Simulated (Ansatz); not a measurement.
Basis-set extrapolation for thiophene (PBE0-D4/def2-TZVP geometry, frozen core, Ansatz 0.2.0). Multiplicity 1, RHF reference.

```json
{"": "HF", "def2-TZVPP": "-551.380056", "def2-QZVPP": "-551.397907"}
{"": "MP2 correlation", "def2-TZVPP": "-0.811880", "def2-QZVPP": "-0.867589"}
{"": "CCSD(T) correlation", "def2-TZVPP": "-0.881383", "def2-QZVPP": "not run"}
```

Energies in hartree. Use E(X) = E(∞) + A·exp(−7.88·√X) for Hartree–Fock and E(X) = E(∞) + B·X^(−2.97) for correlation, with X = 3 and 4, and add CCSD(T) minus MP2 of the smaller set to the MP2 limit.

Q: What is the CCSD(T) energy at the basis-set limit?

A: HF limit: -551.397907 + (-0.017851) × 0.13774 = -551.40037. MP2 limit: -0.867589 + (-0.055709) × 0.74074 = -0.90885. Higher-order term: -0.881383 − (-0.811880) = -0.06950. Total: -552.37872 hartree, 307.9 kJ/mol below CCSD(T)/def2-TZVPP.
